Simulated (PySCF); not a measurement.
Published values to compare with (the computed states carry no symmetry labels, so the two lists aren't matched line by line):

```
    state  E (eV)  f   kind of transition  source
3Bu(π→π*)    3.46     vertical absorption     [1]
3Bu(π→π*)    4.26     vertical absorption     [1]
3Ag(π→π*)    4.58     vertical absorption     [1]
1Bu(π→π*)    4.96     vertical absorption     [1]
1Bu(π→π*)    5.22     vertical absorption     [1]
 1Bg(Ryd)    5.41     vertical absorption     [1]
 1Au(Ryd)    5.52     vertical absorption     [1]
```

[1] computed, CC3/aug-cc-pVTZ, gas; Loos, Jacquemin, bicyclic systems (2021), arXiv:2109.13894

TT, C₆H₄S₂.
SMILES with atom numbers: `[cH:1]1[cH:2][c:3]2[s:4][cH:5][cH:6][c:7]2[s:8]1` (hydrogens: H9 on C1; H10 on C2; H11 on C5; H12 on C6)

Cartesian coordinates in Å at the PBE0-D3(BJ)/def2-SVP level; atoms count from 1:
```
atom  x, y, z in Å
C1    -2.2289    0.0646    0.3813
C2    -1.4932   -1.0132   -0.0310
C3    -0.1189   -0.6675   -0.1592
S4     1.3230   -1.5009   -0.6188
C5     2.2697   -0.0703   -0.3824
C6     1.5342    1.0077    0.0299
C7     0.1600    0.6616    0.1579
S8    -1.2819    1.4951    0.6176
H9    -3.3021    0.1001    0.5654
H10   -1.9185   -1.9966   -0.2298
H11    3.3429   -0.1057   -0.5665
H12    1.9595    1.9911    0.2287
```

Computed with TDDFT wB97X-D/def2-SVPD, vertical, gas phase, core orbitals frozen in the response (PySCF 2.14.0, density-fitted response routines).

Computed singlets: 5.01 eV (f 0.264); 5.23 eV (f 0.096); 5.75 eV (f 0.000); 5.96 eV (f 0.000); 5.98 eV (f 0.000); 6.21 eV (f 0.000); 6.28 eV (f 0.000); 6.41 eV (f 0.000); 6.47 eV (f 0.002); 6.83 eV (f 0.034). Computed triplets (Tamm–Dancoff): 3.38, 4.12, 4.57, 5.52 eV.

How does the lowest computed singlet compare with the best estimate listed for the lowest singlet (vertical absorption)?

5.01 eV against 4.96 eV for 1Bu(π→π*) [1]: a difference of +0.05 eV. Geometry and basis of the two calculations needn't be the same.

How does the lowest computed triplet compare with the best estimate listed for the lowest triplet (vertical absorption)?

3.38 eV against 3.46 eV for 3Bu(π→π*) [1]: a difference of -0.09 eV. Geometry and basis of the two calculations needn't be the same.

The vertical ionisation energy (ΔSCF) is 8.21 eV, 1.39 eV above S10.

Time: 94 s. Hardware: an x86-64 server with one thread (shared host).
